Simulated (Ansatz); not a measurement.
# CSO (singlet): the correlation ladder, 6-31G*

How much of the correlation energy of CSO (singlet) does each wave-function method recover here?

Method: 6-31G*, core rule «outside noble gas», up to 7 orbitals frozen; program: Ansatz 0.2.0, Gaussian basis.

Plan: UHF; CCSD(T) on RHF; BCCD(T) on RHF; CISD; CCSDT(Q) on RHF; CCSDTQ on RHF; CASSCF and MRCISD+Q, 16 electrons in 12 orbitals; CASSCF and NEVPT2, 16 electrons in 12 orbitals.

10 further runs of the same task are left out: 1 that didn't finish, 9 set aside as unsound or not needed.

### Step 1. What is computed

The geometry is an MP2(full)/6-31G* stationary point (not a proven minimum).

3 atoms, charge 0, spin multiplicity 1.

Atoms are counted from 1 here; the program's logs count them from 0.

Bond lengths: O1–C2 1.179 Å, C2–S3 1.565 Å. Angles: O1–C2–S3 180.0°.

### Step 2. UHF

The input, in.yaml:

```yaml
crystal:
  periodic: [false, false, false]
  atoms:
    - {symbol: O, position_ang: [0.000000, 0.000000, -1.307600]}
    - {symbol: C, position_ang: [0.000000, 0.000000, -0.128849]}
    - {symbol: S, position_ang: [0.000000, 0.000000, 1.436449]}
basis:
  gaussian: {orbitals: "6-31G*"}
magnetization: {spin_polarized: true, initial_magnetization: 0}
hamiltonian: {xc: hf}
output: {orbitals: {seedname: orbitals}}
```

Command:

```bash
$ ansatz run in.yaml --threads 1 --pin off --events-out ev --progress --plain --max-ram 3956MiB --backend cpu
```

Further steps of the session: CCSD(T) on RHF; BCCD(T) on RHF; CISD; CCSDT(Q) on RHF; CCSDTQ on RHF; CASSCF and MRCISD+Q, 16 electrons in 12 orbitals; CASSCF and NEVPT2, 16 electrons in 12 orbitals.

Before running them: what should the planned runs give, taken together? Wanted: RCCSDTQ below the RHF energy; RMP2 from RCCSDTQ; RCCSD from RCCSDTQ; RCCSD(T) from RCCSDTQ; RCCSDT(Q) from RCCSDTQ; NEVPT2 valence from RCCSDTQ; MRCISD+Q valence from RCCSDTQ; T1 diagnostic; effectively unpaired electrons.

The runs gave:

| quantity | value |
| --- | --- |
| RCCSDTQ below the RHF energy | -12.4346 eV |
| RMP2 from RCCSDTQ | +17.14 kcal/mol |
| RCCSD from RCCSDTQ | +14.58 kcal/mol |
| RCCSD(T) from RCCSDTQ | +1.51 kcal/mol |
| RCCSDT(Q) from RCCSDTQ | -0.15 kcal/mol |
| NEVPT2 valence from RCCSDTQ | +35.49 kcal/mol |
| MRCISD+Q valence from RCCSDTQ | +2.55 kcal/mol |
| levels within 1 kcal/mol (43 meV) | RCCSDT(Q) |
| T1 diagnostic | 0.022 |
| effectively unpaired electrons | 0.07 |

In words: RCCSD(T) misses by +1.51 kcal/mol, 0.5 % of the correlation energy. One determinant dominates. Of the multireference levels listed MRCISD+Q valence comes nearest in total energy (+2.55 kcal/mol), which doesn't show that its space is the better one. These misses are within one basis, not against nature.
